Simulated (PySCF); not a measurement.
Gas-phase thermal properties of SiN

Energies from PySCF (xtb for GFN2), thermal terms from the rigid-rotor harmonic-oscillator model, ideal gas at 1 bar. Table values come from the NASA 1993 polynomials. 6-31G* has spherical d functions here. Open shells (unrestricted): SiN (multiplicity 2). GFN2 has no spin-polarisation term. B3LYP is the form with VWN-RPA correlation. The harmonic model lacks anharmonicity and excited electronic states, which grow with temperature; levels with a mode under 35 cm⁻¹ are left out. The table's entry may be an old estimate for SiN (not checked at source).

| level | point group | σ | ZPE (kJ/mol) | S°298 (J/mol/K) | Cp298 (J/mol/K) | S°1000 (J/mol/K) | H1000 − H298 (kJ/mol) |
|---|---|---|---|---|---|---|---|
| table | - | - | - | 216.8 | 30.2 | 257.0 | 23.8 |
| B3LYP/6-31G* | C∞v | 1 | 7.0 | 216.8 | 30.0 | 256.7 | 23.6 |
| GFN2-xTB | C∞v | 1 | 8.9 | 216.5 | 29.4 | 255.1 | 22.8 |
| PBE0/def2-TZVP | C∞v | 1 | 7.2 | 216.6 | 30.0 | 256.4 | 23.5 |
σ: rotational symmetry number. Electronic degeneracy used: 2. Frequencies are unscaled.
